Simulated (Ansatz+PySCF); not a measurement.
Results of a calculation; reference values are marked as such.
**Several solutions for doublet H₂O(+)**

```yaml
atoms:
  - { symbol: O, position_ang: [0.0000, 0.0000, -0.1168] }
  - { symbol: H, position_ang: [0.0000, 0.8204, 0.4674] }
  - { symbol: H, position_ang: [0.0000, -0.8204, 0.4674] }
```

Basis set: def2-SVP (spherical functions). Charge 1, multiplicity 2.

CASSCF(3,3) was run from several starts with Ansatz (development build ahead of 0.2.0) and PySCF 2.14.0. The starts are those of the Hartree–Fock orbitals from which the active space was taken at the frontier.

```csv
run,program,start,converged,energy (hartree),<S²>
A,Ansatz,stability test followed,yes,-75.58148,0.75
B,Ansatz,"atomic start, no search",yes,-75.57516,0.75
C,PySCF,program defaults,yes,-75.57516,0.75
D,Ansatz,search for the lowest state,yes,-75.58148,0.75
```

Q: Which runs reached the lowest solution of this kind, and what is wrong with the others?

A: A, D reached the lowest solution found. Converged but too high: B by 0.17 eV, C by 0.17 eV. Convergence only shows a stationary point; in CASSCF the end hangs on which orbitals enter the active space. Caution: other starts end on other solutions of this active space.
